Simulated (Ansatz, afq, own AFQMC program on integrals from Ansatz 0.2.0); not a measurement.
# GaSiH₂, quartet: a scan with AFQMC

```yaml
atoms:
  - { symbol: Si, position_ang: [0.0000, 0.0000, 1.7384] }
  - { symbol: Ga, position_ang: [0.0000, 0.0000, -0.6618] }
  - { symbol: H, position_ang: [0.0000, -1.4132, -1.3308] }
  - { symbol: H, position_ang: [0.0000, 1.4132, -1.3308] }
```

All coordinates are scaled about the centre. Energies in eV count from this geometry (1.000) at the same level; the start stands on UHF, each point on the determinant named.

Basis cc-pVDZ. Noble-gas cores (and the filled d shells of Ga–Kr and In–Xe) are frozen. Ansatz 0.2.0 and our own AFQMC program on the same integrals; the CISD trial comes from CCSD amplitudes, and released means the phaseless constraint is let go. ± is one standard error of the sampling. No spin–orbit coupling.

Cautions, each for one point or more: higher spins were not checked; inner d shell frozen; lower spins were not checked; no relativity below Rb; no spin-orbit coupling; raised T1 diagnostic; strong correlation; unrestricted determinant spin contaminated; walk and cluster series may follow different spin states.

```json
{"scale of all distances": "1.116", "det.": "UHF", "T1": "0.030", "weight": "0.87", "⟨S²⟩": "3.76", "CCSD(T)": "0.431", "ph-AFQMC/CISD": "0.435 ± 0.015", "released AFQMC": "0.428 ± 0.014*", "CCSDT(Q)": "0.422", "B3LYP": "0.453", "r2SCAN": "0.580"}
{"scale of all distances": "1.311", "det.": "UHF", "T1": "0.043", "weight": "0.83", "⟨S²⟩": "3.85", "CCSD(T)": "2.305", "ph-AFQMC/CISD": "2.340 ± 0.012", "released AFQMC": "–", "CCSDT(Q)": "2.273", "B3LYP": "2.179", "r2SCAN": "2.510"}
{"scale of all distances": "1.515", "det.": "UHF¶", "T1": "0.062", "weight": "0.77", "⟨S²⟩": "4.08", "CCSD(T)": "3.847", "ph-AFQMC/CISD": "3.871 ± 0.014", "released AFQMC": "3.844 ± 0.019*", "CCSDT(Q)": "3.808", "B3LYP": "3.610", "r2SCAN": "4.136"}
```

Weight is that of the determinant in the CISD state; at the start T1 is 0.030 and the weight 0.88, and ⟨S²⟩ is 3.75. ¶ marks points with a poor determinant and no full CI, where no value is sure; they don't count among the departures. An asterisk marks released energies that aren't shown to be converged. A dash marks a missing value, a released energy that hasn't settled or a functional that sits on another state. Largest departures from phaseless AFQMC with a CISD trial: CCSD(T) -0.035 eV at 1.311 (on UHF), CCSDT(Q) -0.067 eV at 1.311 (on UHF), B3LYP -0.162 eV at 1.311, r2SCAN 0.170 eV at 1.311. The walk's constraint bias lies outside its error bars, so these are departures and not errors. Functionals count only at points shown to share the start's state and spin. In this small basis the wave-function levels are far from their limit, so their gap to the functionals isn't the functionals' error.

Some points may be missing: those where a free walk finds a much lower state, and past Zn most of those on another determinant than at the start.

CCSDT and higher add their correlation energy to the determinant of the CCSD(T) run, since their own runs factorise the integrals more tightly (a shift of under 2 meV). A walk keeps the symmetry of its determinant, which the program's search chose and which needn't be the lowest solution, so a lower state of the same spin and another symmetry isn't excluded.
